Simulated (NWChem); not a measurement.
## Dipole moment of hydrogen cyanide (CHN)

SMILES: C#N
```xyz
3

C      0.0000     0.0000    -0.5060
N      0.0000     0.0000     0.6613
H      0.0000     0.0000    -1.5931
```
Charge 0, spin multiplicity 1.

All runs are NWChem calculations. All single points use one geometry, from PBE/def2-SVP, a minimum by its harmonic frequencies.

Basis set: Sadlej pVTZ. The CCSD dipole comes from the Λ equations, without orbital relaxation.

```tsv
method	dipole moment (D)	difference from CCSD
PBE	2.94	-0.06
HF	3.32	+0.32
B3LYP	3.04	+0.04
BHandHLYP	3.16	+0.16
CCSD	3.00	0.00
```

The values span 0.38 D, from PBE (lowest) to HF (highest). 

The correlated methods keep 2 core orbitals frozen. B3LYP has NWChem's definition, with VWN1-RPA local correlation. Differences from the coupled-cluster row are differences between methods, not errors against experiment.
